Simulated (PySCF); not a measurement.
Isomers of C6H8. The calculation used PBE0-D3(BJ)/def2-SVP geometry optimisation, gas phase (PySCF). Energies are electronic, without zero-point or thermal terms, for one conformer each. No frequencies were run at this level. Point groups hold within 0.08 Å.

Question: Rank from lowest to highest electronic energy at this level (kcal/mol).
A. `[CH2:1]=[C:2]=[C:3]([CH3:4])[CH:5]=[CH2:6]` with C2–C3–C5–C6 180°
B. `[CH2:1]=[CH:2]/[CH:3]=[CH:4]/[CH:5]=[CH2:6]` with C1–C2–C3–C4 180°, C3–C4–C5–C6 180° (hexatriene)

Answer: B (0.0), A (13.2).

As drawn, the higher has cumulated double bonds, which the lower lacks.

| SMILES | E (Eh) | E rel (kcal/mol) | dipole (D) | point group | A, B, C (MHz) |
| --- | --- | --- | --- | --- | --- |
| C=C/C=C/C=C | -232.94638 | 0.0 | 0.00 | C2h | 26496, 1335, 1271 |
| C=C=C(C)C=C | -232.92527 | 13.2 | 0.33 | Cs | 7022, 2293, 1769 |
